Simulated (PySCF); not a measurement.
# Gas-phase XPS of `C=C([S-])C(F)F`, computed

Species: C₃H₃F₂S (charge -1).
Bonds: C1–C2 (double), C2–S3, C2–C4, C4–F5, C4–F6. Hydrogens: H7, H8 on C1; H9 on C4.

Computed, not measured: delta-SCF UKS SCAN, pcX-2 on the ionised atom, pcseg-1 elsewhere, spin-free X2C (PySCF). Each binding energy is the total energy of the core-ionised species, with the hole localised on one atom, minus that of the ground state; both are solved self-consistently, so orbital relaxation is included.

Q: List the computed XPS lines with their assignment.

A: 
| atom(s) | bonded to | level | binding energy (eV) | above the level's lowest (eV) | count |
| --- | --- | --- | --- | --- | --- |
| S3 | C | S 1s | 2469.71 | 0.00 | 1 |
| F5/F6 | C | F 1s | 688.40 | 0.00 | 2 |
| C4 | 2 F, C and H | C 1s | 290.67 | +6.17 | 1 |
| C2 | S, C (double bond) and C | C 1s | 286.01 | +1.51 | 1 |
| C1 | C (double bond) and 2 H | C 1s | 284.50 | 0.00 | 1 |

The listed C 1s values span 6.17 eV, from C1 (bonded to C (double bond) and 2 H) to C4 (bonded to 2 F, C and H). The widest gap between neighbouring values is 4.66 eV, between 286.01 and 290.67 eV.

Q: What is the longest wavelength that can ionise F 1s of F5/F6 vertically?

A: λ = hc/E = 12398.42 eV Å / 688.40 eV = 18.010 Å.

Q: Which effective nuclear charge Zeff reproduces each element's mean 1s value in the hydrogen-like formula E = 13.606 eV × Zeff²?

A: C (Z = 6): mean 287.1 eV, Zeff = 4.59, Z − Zeff = 1.41; F (Z = 9): mean 688.4 eV, Zeff = 7.11, Z − Zeff = 1.89; S (Z = 16): mean 2469.7 eV, Zeff = 13.47, Z − Zeff = 2.53. Means run over the listed sites, weighted by atom count.

The first atom of each set that the bonding makes equivalent was ionised and stands for the set. Not every level is listed. Spin contamination (⟨S²⟩ against 0.75 for a pure doublet) is marked for C 1s of C2 (0.95), which makes this value less certain. The species carries charge -1, so core ionisation leaves a neutral species. The basis sets have no added diffuse functions. One conformer (not necessarily the lowest) at the GFN2-xTB geometry, without solvent, vibrations or thermal averaging.

On one thread, x86-64 server (shared host), this took 44 s of wall time.

Shape of the structure used: `[CH2:1]=[C:2]([S-:3])[CH:4]([F:5])[F:6]`: C1–C2–C4–F5 59°.
